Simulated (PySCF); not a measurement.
Molecule: C$_{2}$H$_{3}$O, charge 1, multiplicity 1. It need not be the lowest isomer of its formula. SMILES: C(=C)=[OH+]
Geometry: optimised at B3LYP-D3(BJ)/def2-TZVP (Ansatz).

Dispersion corrections to the total energy (kcal/mol) from the dftd3 and dftd4 libraries through PySCF: D3(BJ) without and D4 with the three-body term, each with the damping fitted for the functional named.

| functional | D3(BJ) | D4 |
|---|---|---|
| BP86 | -2.33 | -1.39 |
| PBE | -1.59 | ___ |
| r2SCAN | -0.41 | -0.26 |
| HSE06 | -0.92 | ___ |
| LC-wPBE | -1.38 | -1.21 |
| BHLYP | -2.04 | ___ |
| B3LYP | -2.69 | -1.77 |

Fill in the missing entries.


- PBE, D4: -1.10
- HSE06, D4: -0.82
- BHLYP, D4: -1.19
